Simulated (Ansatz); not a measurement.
Mulliken charges of AlH₂O (`[O][AlH2]`) radical from B3LYP/def2-TZVPP in Ansatz (PBE0-D4/def2-TZVP geometry).

| atom | x (Å) | y (Å) | z (Å) | charge (e) |
| --- | --- | --- | --- | --- |
| O1 | 0.063 | -0.856 | 1.401 | -0.324 |
| Al2 | 0.011 | 0.030 | -0.080 | 0.584 |
| H3 | -1.150 | -0.361 | -1.076 | -0.130 |
| H4 | 1.131 | 1.127 | -0.265 | -0.130 |

**Question.** By hand: the dipole of these point charges (1 e Å = 4.8032 D).

**Answer.** Σ q r = (-0.012, 0.195, -0.326) e Å, of length 0.380 e Å = 1.83 D.

**Question.** How does the dipole of the full density compare? (Estimate.)

**Answer.** Computed: (-0.011, 0.192, -0.322) e Å, 1.80 D; the point charges give 1.02 times that, at 0° from its direction.

Point charges leave out the atoms' own dipoles, such as those of lone pairs, and Mulliken's split depends on the basis, so the close match here is no proof of good charges.

B3LYP here is the variant with VWN-RPA as its local correlation; programs differ in this.
